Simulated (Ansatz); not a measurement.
## C2H6OS: which of these isomers lies lowest?

2 of its isomers, all singlets with charge 0: A = `CSCO`; B = dimethyl sulfoxide `CS(C)=O`.

Shapes, held fixed at every level: PBE0-D4/def2-TZVP. Flexible molecules stand in one conformer, not always the lowest. Programs: Ansatz 0.2.0.

A:

```xyz
10

C    -1.1632    0.9060   -0.4130
S    -0.7977   -0.8553   -0.4195
C     0.6911   -0.8553    0.5954
O     1.7840   -0.1909    0.0264
H    -1.9836    1.0691   -1.1119
H    -1.4713    1.2377    0.5799
H    -0.2948    1.4755   -0.7429
H     0.8978   -1.9144    0.7907
H     0.4889   -0.3592    1.5462
H     1.9319   -0.5644   -0.8483
```

B:

```xyz
10

C    -0.5303    1.0199   -0.7101
S     0.3816   -0.5272   -0.8132
C     0.6928   -0.6934    0.9506
O    -0.5993   -1.5769   -1.1736
H    -0.8645    1.2549   -1.7205
H    -1.3933    0.8830   -0.0561
H     0.1223    1.8137   -0.3425
H    -0.2605   -0.7045    1.4820
H     1.3283    0.1239    1.2959
H     1.2061   -1.6446    1.0904
```

Electronic energies in kJ/mol, without zero-point or thermal terms.

Question: Which isomer should be the most stable, and roughly by how much?

Answer: A < B in rising energy, over a span of 53 kJ/mol, by CCSD(T)/CBS estimate. All levels agree on that. The B − A difference spans +40.6 to +133.8 kJ/mol over the levels. The CBS estimate extrapolates MP2 from def2-TZVPP and def2-QZVPP and adds CCSD(T) − MP2 in the triple-zeta set, cores frozen.

```csv
level,kind,B − A
HF/def2-TZVPP,Hartree–Fock,+75.4
r2SCAN-D4/def2-TZVPP,meta-GGA,+40.6
BHLYP-D4/def2-TZVPP,global hybrid,+60.9
PBE0-D4/def2-TZVPP,global hybrid,+52.7
MP2/def2-SVP,perturbation theory,+133.8
CCSD(T)/def2-TZVPP,coupled cluster or CI,+63.6
CCSD(T)/CBS estimate,coupled cluster or CI,+53.1
```
